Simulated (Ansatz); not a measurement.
Ideal-gas functions of C2H5NS (`N=CCS`) at 400 K and 1 bar, from an Ansatz frequency run at PBE0-D4/def2-TZVP.

Molar mass 75.14 g/mol, point group C1 (symmetry number 1), electronic degeneracy 1, moments of inertia 23.152, 178.192, 183.379 u Å². Harmonic wavenumbers (cm⁻¹, unscaled): 104, 175, 286, 455, 680, 756, 858, 978, 1040, 1119, 1177, 1257, 1276, 1416, 1446, 1746, 2709, 3029, 3082, 3151, 3486.

Use S(trans) = R[1.5 ln M + 2.5 ln T − 1.1517]; rotational temperatures θ = 24.2544 K / I; S(rot) = R[ln(√π/σ · √(T³/θAθBθC)) + 1.5]; for each mode x = 1.438777 ν̃/T, S = R[x/(eˣ − 1) − ln(1 − e⁻ˣ)] and H = RT x/(eˣ − 1); 1 cm⁻¹ = 0.0119627 kJ/mol; R = 8.31446 J/(mol·K).

By hand: the entropy, in J/(mol·K).

Translation 168.8. Rotation: θ = 1.0476, 0.1361, 0.1323 K, giving 108.5. Vibration, mode by mode: 16.54, 12.30, 8.44, 5.09, 2.68, 2.16, 1.62, 1.14, 0.96, 0.76, 0.64, 0.50, 0.48, 0.31, 0.29, 0.11, 0.01, 0.00, 0.00, 0.00, 0.00, in all 54.0. Electronic 0.0. Sum 331.3 J/(mol·K).

By hand: H − E and G − E in kJ/mol, counted from the electronic energy.

Zero-point energy ½ × 30226 × 0.0119627 = 180.8; thermal vibration 11.9; translation, rotation and pV give 4 RT = 13.3. H − E = 206.0 kJ/mol, and G − E = 206.0 − 400 × 331.3/1000 = 73.5 kJ/mol.

Vibration gives 16 % of the entropy, 16.5 J/(mol·K) of it from the mode under 150 cm⁻¹: soft modes count most, and the harmonic formula is weakest for them. The sum counts one conformer and one mirror image; others add a mixing term.
